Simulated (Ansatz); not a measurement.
Process, species as SMILES: N (NH3) → NH3+ (doublet, bonded as N) + e-
B3LYP-D3(BJ)/def2-TZVP geometries, fixed; electronic energies without zero-point terms.
Largest species:
```xyz
4

N      0.0022    -0.0038     0.1116
H     -0.0020     0.9512    -0.2281
H      0.8095    -0.4644    -0.2929
H     -0.8232    -0.4600    -0.2599
```

How fast the adiabatic ionisation energy converges with the basis for several methods (Ansatz, a quantum-chemistry and plane-wave program): deviation from each method's own reference, in eV. References: CCSD(T) 10.209 eV, Hartree-Fock in cc-pVQZ plus the correlation part extrapolated as X^-3 from cc-pVTZ and cc-pVQZ; HF 8.625 eV, the value in aug-pcseg-3; MP2 10.345 eV, Hartree-Fock in aug-cc-pVQZ plus the correlation part extrapolated as X^-3 from aug-cc-pVTZ and aug-cc-pVQZ; PBE 10.209 eV, the value in pcseg-4; PBE0 10.075 eV, the value in pcseg-4; wB97M-V 10.179 eV, the value in pcseg-4. Cartesian d functions, on some or all atoms, in 6-31G*; all else is spherical. In correlated methods cores are frozen. Open shells are unrestricted. No added dispersion term, no relativity. Functionals ending in -V hold VV10 correlation. 

```csv
basis,functions,CCSD(T),HF,MP2,PBE,PBE0,wB97M-V
6-31G*,21,-0.781,-0.156,___,-0.371,-0.291,-0.311
cc-pVDZ,29,-0.643,-0.183,___,-0.347,-0.282,-0.302
pcseg-1,29,-0.485,0.012,___,-0.139,-0.081,-0.100
6-311+G**,40,-0.349,-0.012,___,-0.041,-0.035,-0.035
def2-SVPD,44,-0.251,0.019,___,-0.029,-0.014,-0.007
aug-pcseg-1,50,-0.224,0.064,___,0.027,0.038,0.047
def2-TZVPD,64,-0.146,-0.010,___,-0.019,-0.016,-0.018
pcseg-2,72,-0.139,-0.010,___,-0.028,-0.019,-0.025
jun-cc-pV(T+d)Z,81,-0.095,-0.001,___,-0.005,-0.003,-0.006
"6-311++G(3df,3pd)",93,-0.077,0.017,___,0.005,0.009,0.015
def2-QZVPP,147,-0.044,-0.007,___,-0.017,-0.012,-0.013
pcseg-3,159,-0.035,-0.001,___,-0.001,0.000,-0.002
```

### Question
Fill in the missing entries.

### Answer

- 6-31G*, MP2: -0.815
- cc-pVDZ, MP2: -0.691
- pcseg-1, MP2: -0.518
- 6-311+G**, MP2: -0.387
- def2-SVPD, MP2: -0.299
- aug-pcseg-1, MP2: -0.262
- def2-TZVPD, MP2: -0.187
- pcseg-2, MP2: -0.177
- jun-cc-pV(T+d)Z, MP2: -0.133
- 6-311++G(3df,3pd), MP2: -0.113
- def2-QZVPP, MP2: -0.074
- pcseg-3, MP2: -0.064

Mean absolute deviation over 6-311+G**, def2-TZVPD, pcseg-2, jun-cc-pV(T+d)Z, 6-311++G(3df,3pd): HF 0.010, PBE0 0.016, PBE 0.020, wB97M-V 0.020, CCSD(T) 0.161, MP2 0.199 eV.
